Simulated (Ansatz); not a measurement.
A nudged elastic band was laid between two geometries of BFH$_{2}$ (4 atoms, charge 0, multiplicity 1).

Method: RKS PBE0-D4/def2-SVP in Ansatz 0.2.0.

- movable images: 5
- climbing image: yes
- spring: 5.0 eV/Å²
- optimiser: quadratic models (default)
- start path: through a guess of the saddle point
- force threshold: 0.2 eV/Å
- iteration limit: 60
- end points: relaxed

First end point:

```xyz
4
Properties=species:S:1:pos:R:3
B 0.316 0.000 0.182
H 0.269 0.000 1.391
H 1.339 0.000 -0.462
F -0.824 0.000 -0.476
```

Last end point:

```xyz
4
Properties=species:S:1:pos:R:3
B -0.602 0.000 -1.389
H 1.290 0.000 1.494
H 1.785 0.000 0.917
F -1.373 0.000 -0.388
```

(1) Which bonds break or form, and what moves?

(2) Give the energies along the band, and the barrier.

(3) What is the geometry of the highest image?

Answers

(1) Bonds broken: B1–H2, B1–H3. Bonds formed: H2–H3. BFH2 becomes BF + H2.

(2) The forces met the threshold. The highest image is number 2 of 0 to 6, 97.0 kcal/mol above the first end and 35.9 kcal/mol above the last; the last end lies 61.1 kcal/mol above the first. The threshold of 0.2 eV/Å is loose, so the images may lie well off the minimum-energy path. Neighbouring images differ by up to 2.7 eV, so the band resolves the path poorly. Another band between the same ends (5 images) ends at a top of the same energy, where a vibrational analysis finds 1 clearly imaginary mode. The orbitals stay closed-shell, which can raise the energy where a bond breaks towards radicals; this wasn't checked here.

| image | path coordinate (Å) | energy (kcal/mol) | B1–H2 (Å) | B1–H3 (Å) | H2–H3 (Å) |
| --- | --- | --- | --- | --- | --- |
| 0 | 0.00 | 0.0 | 1.21 | 1.21 | 2.14 |
| 1 | 0.56 | 34.5 | 1.25 | 1.16 | 1.58 |
| 2 | 1.11 | 97.0 | 1.63 | 1.23 | 1.12 |
| 3 | 1.58 | 73.9 | 2.04 | 1.64 | 0.81 |
| 4 | 2.04 | 63.9 | 2.59 | 2.17 | 0.76 |
| 5 | 2.50 | 61.5 | 3.09 | 2.70 | 0.76 |
| 6 | 2.96 | 61.1 | 3.45 | 3.32 | 0.76 |

(3) 
```xyz
4
Properties=species:S:1:pos:R:3
B 0.238 -0.003 -0.419
H 0.637 0.005 1.158
H 1.277 -0.003 0.237
F -1.052 0.000 -0.340
```

The run took 17 s on 1 thread of Intel(R) Xeon(R) 6975P-C (Granite Rapids), with other jobs on the host, peak memory 0.1 GiB.
